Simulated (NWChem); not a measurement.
The numbers come from NWChem runs, not from measurements. System: chlorine (Cl₂), charge 0, spin multiplicity 1, at a geometry optimised with PBE0/def2-SVP. Level: G0W0@PBE0/def2-TZVP, RI basis def2-tzvp-rifit.

Input file:

```
start mol
memory heap 200 mb stack 700 mb global 1700 mb
geometry units angstroms nocenter noautoz
  Cl     0.000000     0.000000     1.012768
  Cl     0.000000     0.000000    -1.012768
  symmetry group D2h
end
basis spherical
  * library def2-tzvp
end
basis "ri basis" bse spherical
  * library def2-tzvp-rifit
end
dft
  xc pbe0
  iterations 100
  direct
  tolerances tight
end
task dft energy
gw
  states alpha occ 4 vir 2
end
task dft gw
```

NWChem printed:

```
             Northwest Computational Chemistry Package (NWChem) 7.3.0
             --------------------------------------------------------

                                NWChem Input Module
                                -------------------

 Scaling coordinates for geometry "geometry" by  1.889725989
 (inverse scale =  0.529177249)

 Turning off AUTOSYM since
 SYMMETRY directive was detected!

                             Geometry "geometry" -> ""
                             -------------------------

 Output coordinates in angstroms (scale by  1.889725989 to convert to a.u.)

  No.       Tag          Charge          X              Y              Z
 ---- ---------------- ---------- -------------- -------------- --------------
    1 Cl                  17.0000     0.00000000     0.00000000     1.01276800
    2 Cl                  17.0000     0.00000000     0.00000000    -1.01276800

 Effective nuclear repulsion energy (a.u.)      75.5021016466

            Nuclear Dipole moment (a.u.)
            ----------------------------
        X                 Y               Z
 ---------------- ---------------- ----------------
     0.0000000000     0.0000000000     0.0000000000

      Symmetry information
      --------------------

 Group name             D2h
 Group number             26
 Group order               8
 No. of unique centers     1

      Symmetry unique atoms

     1


 Summary of "ao basis" -> "" (spherical)
 ------------------------------------------------------------------------------
       Tag                 Description            Shells   Functions and Types
 ---------------- ------------------------------  ------  ---------------------
 *                         def2-tzvp                  on all atoms

 new library libraries.bse/

 Summary of "ri basis" -> "" (spherical)
 ------------------------------------------------------------------------------
       Tag                 Description            Shells   Functions and Types
 ---------------- ------------------------------  ------  ---------------------
 *                      def2-tzvp-rifit               on all atoms

                                 NWChem DFT Module
                                 -----------------

 Summary of "ao basis" -> "ao basis" (spherical)
 ------------------------------------------------------------------------------
       Tag                 Description            Shells   Functions and Types
 ---------------- ------------------------------  ------  ---------------------
 Cl                        def2-tzvp                13       37   5s5p2d1f

 Summary of "ao basis" -> "ao basis" (spherical)
 ------------------------------------------------------------------------------
       Tag                 Description            Shells   Functions and Types
 ---------------- ------------------------------  ------  ---------------------
 Cl                        def2-tzvp                13       37   5s5p2d1f

      Symmetry analysis of basis
      --------------------------

        ag         16
        au          3
        b1g         3
        b1u        16
        b2g         9
        b2u         9
        b3g         9
        b3u         9

            General Information
            -------------------
          SCF calculation type: DFT
          Wavefunction type:  closed shell.
          No. of atoms     :     2
          No. of electrons :    34
           Alpha electrons :    17
            Beta electrons :    17
          Charge           :     0
[...]
   Bfn.  Coefficient  Atom+Function         Bfn.  Coefficient  Atom+Function
  ----- ------------  ---------------      ----- ------------  ---------------
    15      0.415297  1 Cl px                52     -0.415297  2 Cl px
    18      0.282278  1 Cl px                55     -0.282278  2 Cl px
    12      0.198040  1 Cl px                49     -0.198040  2 Cl px
     6     -0.156976  1 Cl px                43      0.156976  2 Cl px
     9     -0.073518  1 Cl px                46      0.073518  2 Cl px

 Vector   18  Occ=0.000000D+00  E=-1.239825D-01  Symmetry=b1u
              MO Center= -2.1D-18, -1.9D-18, -2.1D-16, r^2= 2.7D+00
   Bfn.  Coefficient  Atom+Function         Bfn.  Coefficient  Atom+Function
  ----- ------------  ---------------      ----- ------------  ---------------
    20      0.487550  1 Cl pz                57      0.487550  2 Cl pz
    17      0.425723  1 Cl pz                54      0.425723  2 Cl pz
     5     -0.322490  1 Cl s                 42      0.322490  2 Cl s
    14      0.198772  1 Cl pz                51      0.198772  2 Cl pz
     4     -0.164020  1 Cl s                 41      0.164020  2 Cl s

 Vector   19  Occ=0.000000D+00  E= 2.389700D-01  Symmetry=ag
              MO Center=  8.4D-15, -1.2D-14,  7.0D-14, r^2= 3.5D+00
   Bfn.  Coefficient  Atom+Function         Bfn.  Coefficient  Atom+Function
  ----- ------------  ---------------      ----- ------------  ---------------
    20      0.652294  1 Cl pz                57     -0.652294  2 Cl pz
    17     -0.432821  1 Cl pz                54      0.432821  2 Cl pz
    28      0.320754  1 Cl d  0              65      0.320754  2 Cl d  0
    23      0.164802  1 Cl d  0              60      0.164802  2 Cl d  0
     4      0.123091  1 Cl s                 41      0.123091  2 Cl s

 Vector   20  Occ=0.000000D+00  E= 2.826503D-01  Symmetry=b2u
              MO Center=  1.2D-30,  3.4D-15, -1.4D-16, r^2= 2.4D+00
   Bfn.  Coefficient  Atom+Function         Bfn.  Coefficient  Atom+Function
  ----- ------------  ---------------      ----- ------------  ---------------
    27      0.507654  1 Cl d -1              64     -0.507654  2 Cl d -1
    22      0.183977  1 Cl d -1              59     -0.183977  2 Cl d -1
    19      0.182279  1 Cl py                56      0.182279  2 Cl py
    16     -0.054902  1 Cl py                53     -0.054902  2 Cl py
    13      0.040916  1 Cl py                50      0.040916  2 Cl py

 center of mass
 --------------
 x =   0.00000000 y =   0.00000000 z =   0.00000000

 moments of inertia (a.u.)
 ------------------
         256.170407256312           0.000000000000           0.000000000000
           0.000000000000         256.170407256312           0.000000000000
           0.000000000000           0.000000000000           0.000000000000

     Multipole analysis of the density
     ---------------------------------

     L   x y z        total         alpha         beta         nuclear
     -   - - -        -----         -----         ----         -------
     0   0 0 0     -0.000000    -17.000000    -17.000000     34.000000

     1   1 0 0     -0.000000     -0.000000     -0.000000      0.000000
     1   0 1 0     -0.000000     -0.000000     -0.000000      0.000000
     1   0 0 1     -0.000000     -0.000000     -0.000000      0.000000

     2   2 0 0    -18.781652     -9.390826     -9.390826      0.000000
     2   1 1 0     -0.000000     -0.000000     -0.000000      0.000000
     2   1 0 1      0.000000      0.000000      0.000000      0.000000
     2   0 2 0    -18.781652     -9.390826     -9.390826      0.000000
     2   0 1 1      0.000000      0.000000      0.000000      0.000000
     2   0 0 2    -16.137003    -70.336734    -70.336734    124.536464

 Task  times  cpu:        3.6s     wall:        3.6s

                                NWChem Input Module
                                -------------------

                                 NWChem GW Module
                                 ----------------

                             ***********************
                             ***        GW       ***
                             ***********************

 Summary of "ri basis" -> "ri basis" (spherical)
 ------------------------------------------------------------------------------
       Tag                 Description            Shells   Functions and Types
 ---------------- ------------------------------  ------  ---------------------
 Cl                     def2-tzvp-rifit             29      113   9s7p6d5f2g

                 Memory Information
                 ------------------
          Available GA per process is          1700.0 MBs
          Available stack per process is        700.0 MBs
          Available heap per process is           0.0 MBs

          Peak memory in Initialization
              Peak GA per process is                  2.8 MBs
              Peak stack per process is               0.1 MBs
              Peak heap per process is                3.1 MBs
              Memory not in MA per process            0.0 MBs

          Peak memory in AFF Calculation
              Peak GA per process is                 11.2 MBs
              Peak stack per process is               7.2 MBs
              Peak heap per process is                0.0 MBs
              Memory not in MA per process            7.2 MBs

          Computing 2-center integrals
          Computing Inverse Cholesky factor
          Computing 3-center integrals
          Computing V_xc ...

          Computing Sigma_x
          Computing RPA polarizability
          Solving quasiparticle equations

                  Alpha Orbitals
          State     Energy (eV)     Error (eV)
          -----------------------------------
@GW        14        -13.811           0.002
@GW        15        -13.811           0.002
@GW        16        -11.206           0.002
@GW        17        -11.206           0.002
@GW        18         -0.532           0.002
@GW        19          8.665           0.004

   Applying  -2.4508 eV scissor-shift to rest of particle states

   Applying   2.8421 eV scissor-shift to rest of hole states

     GW Timing Statistics
   ------------------------
   Init.   :          0.1s
     ERIs  :          0.4s
     Distr.:          0.0s
     Vxc   :          0.5s
   Sigma_x :          0.0s
   RPA     :          0.3s
   Wmn     :          0.0s
   Sigma_c :          0.0s
   GW total:          1.3s

 Task  times  cpu:        1.3s     wall:        1.3s

 Total times  cpu:        5.0s     wall:        5.0s
```
